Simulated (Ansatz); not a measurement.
## Worked example: the interaction energy

The pair of CH5N (SMILES CN, atoms 1–7) and SiH4 (SMILES [SiH4], atoms 8–12), both closed shells, in one local arrangement (a lower one may exist), relaxed at PBE0-D4/def2-TZVP:

C1  (-0.713, -0.219, -1.699)
N2  (0.583, 0.392, -1.467)
H3  (-1.248, -0.546, -0.795)
H4  (-0.591, -1.090, -2.347)
H5  (-1.356, 0.486, -2.230)
H6  (1.211, -0.246, -0.997)
H7  (0.502, 1.217, -0.888)
Si8  (0.322, 0.001, 2.084)
H9  (1.637, 0.635, 1.807)
H10  (-0.767, 0.873, 1.576)
H11  (0.166, -0.183, 3.548)
H12  (0.255, -1.320, 1.409)
(Å)

Both fragments are computed in the basis of the whole pair.

Program: Ansatz 0.2.0. Basis: def2-TZVPPD and def2-QZVPPD. Cores are frozen in the correlated methods.

Energies in eV:

| quantity | pair | first fragment | second fragment |
| --- | --- | --- | --- |
| Hartree–Fock, triple zeta (X = 3) | -10517.59706 | -2592.10350 | -7925.54909 |
| Hartree–Fock, quadruple zeta (X = 4) | -10517.96973 | -2592.22371 | -7925.80114 |
| MP2 correlation, X = 3 | -15.06876 | -11.04170 | -3.92765 |
| MP2 correlation, X = 4 | -16.01001 | -11.73122 | -4.17306 |
| CCSD(T) correlation, X = 3 | -17.05329 | -12.10593 | -4.84507 |

Problem. Work out the interaction energy at the basis limit: extrapolate Hartree–Fock as E(X) = E∞ + A exp(−7.88 √X) and the MP2 correlation as E(X) = E∞ + B X^−2.97 (the exponents that Neese and Valeev fitted for def2-TZVPP and QZVPP, reused here for the diffuse sets), then add CCSD(T) − MP2 in triple zeta.

Solution. Each step is linear, so take the differences first (pair − first fragment − second fragment): Hartree–Fock 0.05553 (X = 3) and 0.05512 (X = 4); MP2 correlation -0.09941 and -0.10573; CCSD(T) correlation -0.10229.
Two points give E∞ = E(4) + w [E(4) − E(3)], with w = 1/(exp(7.88 (2 − √3)) − 1) = 0.1377 for Hartree–Fock and w = 1/((4/3)^2.97 − 1) = 0.7407 for the correlation.
Hartree–Fock: 0.05512 + 0.1377 × (-0.00041) = 0.0551 eV.
MP2 correlation: -0.10573 + 0.7407 × (-0.00632) = -0.1104 eV.
CCSD(T) − MP2: -0.10229 − (-0.09941) = -0.0029 eV.
Sum: 0.0551 + (-0.1104) + (-0.0029) = -0.0582 eV, or -1.34 kcal/mol. Plain CCSD(T) in triple zeta gives -0.0468 eV, so the larger basis shifts the result by -0.0114 eV.

T1 diagnostic: at most 0.011.

For scale, one of the runs: CCSD(T)/def2-TZVPPD, 275 basis functions, launched by `ansatz run in.yaml --threads 4 --pin off --events-out ev --progress --plain --max-ram 9574MiB`. The run took 76 s on 4 CPU threads of an Intel Xeon Platinum 8375C (shared host), with 7.3 GiB of host memory at its peak.
